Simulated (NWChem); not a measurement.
Species: hydrogen peroxide (H$_{2}$O$_{2}$); SMILES OO

Program: NWChem. Pople sets run with spherical d functions. Geometry: optimised at B3LYP/6-31G* (spherical d). Ions are spin-unrestricted doublets at the neutral geometry; other ion states weren't tried. Functional: LC-ωPBE (HJS hole) with 6-31G*; the question gives the range parameter ω in 1/bohr.

### Question
What does the run give for range parameter (1/bohr) 0.60? Quantities: vertical ionisation energy, ΔSCF (eV); −ε(HOMO) (eV).

### Answer
```
Quantity                               Result
-------------------------------------  ------
vertical ionisation energy, ΔSCF (eV)   11.86
−ε(HOMO) (eV)                           11.98
```
